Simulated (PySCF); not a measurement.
XPS shifts beside NMR shieldings

C₄H₇F.
Bonds: C1–C2 (double), C2–F3, C2–C4, C4–C5. Hydrogens: H6, H7 on C1; H8, H9 on C4; H10, H11, H12 on C5.

Binding energies: PySCF 2.14.0, delta-SCF UKS SCAN, pcX-2 on the ionised atom, pcseg-1 elsewhere, spin-free X2C. Shieldings: GIAO PBE0/pcSseg-1, non-relativistic, same geometry.

```tsv
atom	C 1s (eV)
C1	290.22
C2	292.88
C4	291.23
C5	290.83
```

Question: What are the absolute isotropic shieldings of these atoms?

Answer: 
| atom | environment | C 1s (eV) | isotropic shielding (ppm) |
| --- | --- | --- | --- |
| C1 | terminal =CH2 carbon | 290.22 | 90.2 |
| C5 | methyl carbon | 290.83 | 171.0 |
| C4 | allylic carbon | 291.23 | 154.6 |
| C2 | vinylic C–F carbon | 292.88 | 7.2 |

Question: Among the listed atoms, is the one with the highest binding energy also the least shielded?

Answer: Yes: C2 has both (292.88 eV, 7.2 ppm).

By binding energy: C1 < C5 < C4 < C2. By shielding: C2 < C1 < C4 < C5.

The unrestricted hole states depart most from a pure doublet (⟨S²⟩ = 0.75; over 0.85 named) for C 1s of C2 (0.85), which makes this value less certain. One conformer (not necessarily the lowest) at the PBE0-D3(BJ)/def2-SVP geometry, without solvent, vibrations or thermal averaging.

The values belong to the conformer `[CH2:1]=[C:2]([F:3])[CH2:4][CH3:5]`: C1–C2–C4–C5 -120°.
